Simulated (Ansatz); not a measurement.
| atom | x (Å) | y (Å) | z (Å) |
| --- | --- | --- | --- |
| Si | -0.0100 | -0.0008 | 0.0791 |
| H | 1.4176 | 0.0053 | -0.3659 |
| H | -0.7138 | 1.2317 | -0.3806 |
| H | -0.7144 | -1.2348 | -0.3806 |

UHF on doublet SiH₃ was run in several spherical basis sets with Ansatz (development build ahead of 0.2.0).

Task: Rank the basis sets by the total energy that they give, lowest first, with the distance from the lowest.
A. 6-31G(d)
B. def2-TZVP
C. STO-3G

Result: B (0.00 eV), A (0.87 eV), C (91.62 eV).

Totals follow the description of the cores as much as that of the bonds, so this order isn't one of quality for chemistry.
